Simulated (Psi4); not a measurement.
# CCSD/aug-cc-pVTZ run of PN (phosphorus nitride)

Aim: the vertical singlet–triplet gap of PN (phosphorus nitride) at CCSD/aug-cc-pVTZ, from 2 runs. Input form: a Python script.

The calculation is run with Psi4 1.11.

4 further runs of the same task are left out: 3 that didn't finish, 1 set aside as unsound or not needed.

## Step 1: The molecule

The species is PN (2 atoms), meant as a singlet with charge 0. SMILES: `N#P`. Geometry: the measured bond length.

Bond lengths: N1–P2 1.491 Å.

## Step 2: The energy at CCSD/aug-cc-pVTZ

np.xyz

```xyz
2
NP
N      0.000000     0.000000     0.000000
P      0.000000     0.000000     1.490866
```

run.py

```python
import psi4

psi4.set_memory(1600000000)
psi4.set_num_threads(1)
psi4.set_output_file('run.log', False)

with open('np.xyz') as f:
    atoms = ''.join(f.readlines()[2:])
mol = psi4.geometry('0 1\n' + atoms + 'symmetry c1')

psi4.set_options({
    'basis': 'aug-cc-pVTZ',
    'puream': True,
    'e_convergence': 1e-09,
    'd_convergence': 1e-08,
    'scf_type': 'pk',
    'num_frozen_docc': 6,
})

E = psi4.energy('ccsd')
print(f'total energy {E:.8f} hartree = {E * 27.211386:.5f} eV')
```

Command:

```console
$ python run.py
```

run.log:

```text
[...]
  Running in c1 symmetry.
[...]
  Nuclear repulsion =   37.269350243650337
[...]
  Multiplicity = 1
[...]
  Nalpha       = 11
  Nbeta        = 11
[...]
    Number of basis functions: 96
[...]
   @RHF iter   1:  -395.03844653544638   -7.19872e-01   5.36865e-03 ADIIS/DIIS
[...]
   @RHF iter  10:  -395.17688717567222   -9.83391e-12   3.91778e-09 DIIS
[...]
    Orbital Energies [Eh]
    ---------------------
    Doubly Occupied:
       1A    -79.996866     2A    -15.617143     3A     -7.542731
       4A     -5.433853     5A     -5.433853     6A     -5.433747
       7A     -1.138663     8A     -0.665724     9A     -0.485766
      10A     -0.443785    11A     -0.443785
[...]
  @RHF Final Energy:  -395.17688717567222
   => Energetics <=
    Nuclear Repulsion Energy =             37.2693502436503366
    One-Electron Energy =                -619.6206412550330924
    Two-Electron Energy =                 187.1744038357104785
    Total Energy =                       -395.1768871756722774
[...]
 Multipole Moments:
 ------------------------------------------------------------------------------------
     Multipole            Electronic (a.u.)      Nuclear  (a.u.)        Total (a.u.)
 ------------------------------------------------------------------------------------
 L = 1.  Multiply by 2.5417464519 to convert [e a0] to [Debye]
 Dipole X            :         -0.0000000            0.0000000           -0.0000000
 Dipole Y            :         -0.0000000            0.0000000           -0.0000000
 Dipole Z            :          1.6987730           -0.4240837            1.2746893
 Magnitude           :                                                    1.2746893
[...]
      * MP2 total energy                      = -395.532263660742274
[...]
      * CCSD total energy                     = -395.529379401788844
```

The script printed:

```text
total energy -395.52937940 hartree = -10762.90262 eV
```

It took 19 s on 1 thread of Intel Xeon Platinum 8488C (Sapphire Rapids), shared host; peak memory 1 GiB.

## Step 3: The triplet at the same level

np.xyz is that of step 2.

np.py

```python
import psi4

psi4.set_memory(1600000000)
psi4.set_num_threads(1)
psi4.core.set_output_file('run.log', False)

with open('np.xyz') as f:
    atoms = ''.join(f.readlines()[2:])
molecule = psi4.geometry('0 3\n' + atoms + 'symmetry c1')

options = {'basis': 'aug-cc-pVTZ', 'reference': 'uhf', 'puream': True, 'e_convergence': 1e-09, 'd_convergence': 1e-08, 'scf_type': 'pk', 'num_frozen_docc': 6, 'maxiter': 100}
psi4.set_options(options)

E = psi4.energy("ccsd")
print(f'total energy {E:.8f} hartree = {E * 27.211386:.5f} eV')
```

Command:

```console
$ python np.py
```

run.log:

```text
[...]
  Running in c1 symmetry.
[...]
  Nuclear repulsion =   37.269350243650337
[...]
  Multiplicity = 3
[...]
  Nalpha       = 12
  Nbeta        = 10
[...]
    Number of basis functions: 96
[...]
   @UHF iter   1:  -394.88933046778800   -5.70756e-01   5.13888e-03 DIIS/ADIIS
[...]
   @UHF iter  20:  -395.07132737178131   -1.38698e-11   5.56883e-09 DIIS
[...]
   @S^2 Observed:                2.316388045E+00
[...]
    Orbital Energies [Eh]
    ---------------------
    Alpha Occupied:
       1A    -79.998359     2A    -15.664578     3A     -7.538841
       4A     -5.436889     5A     -5.436629     6A     -5.421412
       7A     -1.246461     8A     -0.780235     9A     -0.589347
      10A     -0.568641    11A     -0.562681    12A     -0.303725
    Alpha Virtual:
      13A      0.025390    14A      0.056788    15A      0.074023
      16A      0.084164    17A      0.103048    18A      0.138332
      19A      0.150899    20A      0.152592    21A      0.185869
      22A      0.209852    23A      0.210429    24A      0.273620
      25A      0.292267    26A      0.299358    27A      0.378439
[...]
  @UHF Final Energy:  -395.07132737178131
   => Energetics <=
    Nuclear Repulsion Energy =             37.2693502436503366
    One-Electron Energy =                -619.2317558950969669
    Two-Electron Energy =                 186.8910782796652938
    Total Energy =                       -395.0713273717813081
  UHF NO Occupations:
  HONO-2 :   10  A 1.8587642
  HONO-1 :   11  A 1.0000000
[...]
 Multipole Moments:
 ------------------------------------------------------------------------------------
     Multipole            Electronic (a.u.)      Nuclear  (a.u.)        Total (a.u.)
 ------------------------------------------------------------------------------------
 L = 1.  Multiply by 2.5417464519 to convert [e a0] to [Debye]
 Dipole X            :         -0.0000000            0.0000000           -0.0000000
 Dipole Y            :         -0.0000000            0.0000000           -0.0000000
 Dipole Z            :          0.5880494           -0.4240837            0.1639656
 Magnitude           :                                                    0.1639656
[...]
      * MP2 total energy                      = -395.342273927140752
[...]
      * CCSD total energy                     = -395.379974186372806
```

Standard output:

```text
total energy -395.37997419 hartree = -10758.83709 eV
```

It took 46 s on 1 thread of Intel Xeon Platinum 8488C (Sapphire Rapids), shared host; peak memory 1 GiB.

## Step 4: Outcome

At CCSD/aug-cc-pVTZ, 6 core orbitals frozen:

| quantity | value |
| --- | --- |
| singlet: total energy | -395.52938 Eh |
| singlet: HOMO energy (Hartree–Fock orbitals) | -12.08 eV |
| singlet: LUMO energy (Hartree–Fock orbitals) | 0.76 eV |
| singlet: HOMO–LUMO gap (Hartree–Fock orbitals) | 12.84 eV |
| singlet: correlation energy (6 core orbitals frozen) | -352.5 mEh |
| singlet: T1 diagnostic | 0.020 |
| triplet: total energy | -395.37997 Eh |
| triplet: HOMO energy (Hartree–Fock orbitals) (highest over α and β) | -8.26 eV |
| triplet: LUMO energy (Hartree–Fock orbitals) (lowest over α and β) | -0.72 eV |
| triplet: correlation energy (6 core orbitals frozen) | -308.6 mEh |
| triplet: ⟨S²⟩ of the reference determinant | 2.316 |
| triplet: T1 diagnostic | 0.097 |
| vertical energy of the triplet above the singlet | 4.066 eV |

**Reading.** At this shape the triplet lies 4.07 eV (392 kJ/mol) above the singlet. ⟨S²⟩ (triplet) is 2.32 where a pure triplet has 2.00: the reference is spin-contaminated. The T1 diagnostic (triplet) of 0.097 is above the customary mark for such species, so a single reference may not serve.
